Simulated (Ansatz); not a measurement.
Relaxed structures of SiH2F, doublet (PBE0-D4/def2-TZVP; forces vanish, vibrations not checked; lower isomers may exist, and structures with a doubtful reference or unclear bonds are left out; Å). Program: Ansatz 0.2.0. Basis: def2-TZVPP. Cores are frozen in the correlated methods; orbitals are unrestricted.

(1) Rank them by CCSD(T) energy, lowest first, and give each one's height above the lowest. Links in brackets join atoms within 1.22 times the sum of their covalent radii (1.1 for two metals). (Judge from chemistry; the value comes from the calculation.)
A.
a complex of SiF + H₂
```
4
angstrom
F -0.1364 -1.0626 -1.3934
Si 0.9637 0.0574 -1.0109
H -0.4195 0.7462 0.7641
H -0.0064 0.2190 1.1266
```
B.
a complex of SiH + HF
```
4
angstrom
F 1.4089 0.9486 -0.6368
Si -0.4079 -0.4373 -0.3747
H 1.7994 0.6541 0.1535
H 0.4583 -0.7366 0.8722
```
C.
SiH₂F ([F][SiH2])
```
4
angstrom
F 1.2399 0.6584 -0.4487
Si -0.0695 -0.2538 -0.2903
H -1.2507 0.6512 -0.2170
H 0.0802 -1.0558 0.9561
```

No T1 diagnostic of these runs exceeds 0.020. ⟨S²⟩ of the unrestricted Hartree–Fock references: 0.75 to 0.79 (a pure state has 0.75).

Answers

(1) Computed: C (0.00 kcal/mol), A (31.82 kcal/mol), B (60.76 kcal/mol). Heights count from the lowest.

For scale, one of the runs: CCSD(T)/def2-TZVPP, 101 basis functions, launched by `ansatz run in.yaml --threads 2 --pin off --events-out ev --progress --plain --max-ram 4352MiB`. Time: 7 s of wall clock on 2 CPU threads of an Arm Neoverse V2; the host was shared. Peak host memory: 0.62 GiB.
